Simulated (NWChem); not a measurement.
System: SiH2 cation, doublet

```xyz
3

Si     0.0000     0.0000     0.1831
H      1.2878     0.0000    -0.5727
H     -1.2878     0.0000    -0.5727
```
Atoms are numbered in this order, from 1.

All runs: NWChem. Geometry optimised at B3LYP/6-31G*; all other runs use it. Pople sets run with spherical d functions. Spin-unrestricted. In the optimisation the excess spin sits in a1 (C2v, its own frame). Spin-orbit coupling enters the g values alone. Excited states of an open shell can be spin-contaminated.

```json
[
 {"quantity": "charge (e), Mulliken Si1", "level": "B3LYP/def2-SVP", "value": "0.83"},
 {"quantity": "cavity-dispersion-structure term (kcal/mol) in chlorobenzene", "level": "PBE0/6-31G*, SMD", "value": "-0.6"},
 {"quantity": "Δg3 (ppt)", "level": "B3LYP/x2c-TZVPall, ZORA", "value": "(withheld)"},
 {"quantity": "A(iso) 29Si atom 1 (MHz)", "level": "PBE0/IGLO-III", "value": "-766"},
 {"quantity": "lowest empty minus highest occupied level, either spin (eV)", "level": "B3LYP/6-31G*", "value": "(withheld)"},
 {"quantity": "vertical, lowest excitation (eV)", "level": "PBE0/def2-SVPD, TDA", "value": "(withheld)"},
 {"quantity": "highest harmonic frequency (cm⁻¹)", "level": "B3LYP/6-31G*", "value": "2269"}
]
```

### Question
What belongs in the gaps?

### Answer

- Δg3 (ppt), value: 3.12
- lowest empty minus highest occupied level, either spin (eV), value: 3.44
- vertical, lowest excitation (eV), value: 2.07
